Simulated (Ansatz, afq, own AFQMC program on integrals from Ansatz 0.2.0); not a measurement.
## Where AFQMC and coupled cluster stand for CHSi, doublet

```csv
atom,x (Å),y (Å),z (Å)
Si,0.0000,0.0000,0.1365
C,0.0000,0.0000,-1.7725
H,0.0000,0.0000,1.6360
```

Connectivity, by distances: SiH–C.

Basis 6-31G. Noble-gas cores (and the filled d shells of Ga–Kr and In–Xe) are frozen. AFQMC by an in-house program on the Cholesky factors that Ansatz 0.2.0 writes for its CCSD(T) run. The CISD trial takes its coefficients from CCSD amplitudes. Released means that phaseless walkers are propagated on without the constraint, phases kept. Error bars are statistical, one sigma.

Determinant: ROHF, the one that the program's search chose, which needn't be the lowest solution. The geometry is a point of a scan.

Full CI on the same integrals is exact in this basis and with this determinant's frozen core.

Cautions: a spin-contaminated unrestricted determinant lies lower (UHF 782 meV lower, ⟨S²⟩ 1.64); strong correlation (T1 0.095, weight of the determinant 0.73, largest double 0.20); (T) is large, 6 % of the CCSD correlation; the released energies are still falling, so no released level is given (meV from the phaseless value at times in 1/Eh: -14 ± 4 at 0.24, -31 ± 4 at 0.51, -55 ± 3 at 0.99, -66 ± 4 at 1.62, -82 ± 5 at 2.40).

The T1 diagnostic is 0.0945 and the weight of the determinant in the CISD state is 0.727. The size of the correlated space is 9 electrons in 18 orbitals.

Reference: full CI, correlation energy -5.100 eV. The cautions show a poor starting determinant, so the rows tell how each method copes with it here, and full CI is the sure value.

```json
{"level": "HF", "E − E(reference) (kJ/mol)": "492.1", "share of correlation (%)": "0.00"}
{"level": "MP2", "E − E(reference) (kJ/mol)": "122.8", "share of correlation (%)": "75.04"}
{"level": "CCSD", "E − E(reference) (kJ/mol)": "36.5", "share of correlation (%)": "92.58"}
{"level": "CCSD(T)", "E − E(reference) (kJ/mol)": "7.1", "share of correlation (%)": "98.55"}
{"level": "CCSDT", "E − E(reference) (kJ/mol)": "6.7", "share of correlation (%)": "98.64"}
{"level": "CCSDT(Q)", "E − E(reference) (kJ/mol)": "0.6", "share of correlation (%)": "99.88"}
{"level": "CCSDTQ", "E − E(reference) (kJ/mol)": "1.2", "share of correlation (%)": "99.76"}
{"level": "ph-AFQMC/CISD", "E − E(reference) (kJ/mol)": "9.7 ± 0.5", "share of correlation (%)": "98.02"}
```

CCSDT and higher add their correlation energy to the determinant of the CCSD(T) run, since their own runs factorise the integrals more tightly (a shift of under 2 meV). A walk keeps the symmetry of its determinant, which the program's search chose and which needn't be the lowest solution, so a lower state of the same spin and another symmetry isn't excluded.
